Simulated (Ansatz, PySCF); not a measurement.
System: CH2F, charge 0, multiplicity 2. It need not be the lowest isomer of its formula. SMILES: F[CH2]
Geometry from a B3LYP-D3(BJ)/def2-TZVP (Ansatz, an electronic-structure program) optimisation:
```xyz
4

C     -0.0106     0.4978     0.4277
F      0.0121    -0.4855    -0.4825
H     -0.9803     0.6938     0.8618
H      0.9347     0.6892     0.9145
```
Charge 0, spin multiplicity 2.

Wanted: atomisation energy (electronic, to ground-state atoms), in kcal/mol. Valence correlation only, unless marked. Open shells are spin-unrestricted. No spin-orbit coupling. Non-relativistic. The coupled-cluster limit lacks core correlation, which all-electron functionals hold. Basis-set limits of correlation are two-point, X^-3; Hartree-Fock from the larger set.

| level | program | atomisation energy (kcal/mol) |
|---|---|---|
| BLYP-D4/def2-TZVPD | Ansatz + dftd4 | 318.0 |
| BHLYP/def2-TZVPD | Ansatz | 302.9 |
| r2SCAN0-D4/def2-TZVPD | Ansatz + dftd4 | 311.5 |
| PW6B95/def2-TZVPD | PySCF | 315.2 |
| wB97X-V/def2-TZVPD | Ansatz | 314.4 |
| MP2/def2-SVP | Ansatz | 302.2 |

Q: Estimate the value at CCSD(T)/CBS(cc-pVTZ,cc-pVQZ) as computed with Ansatz.

A: 313.1 kcal/mol
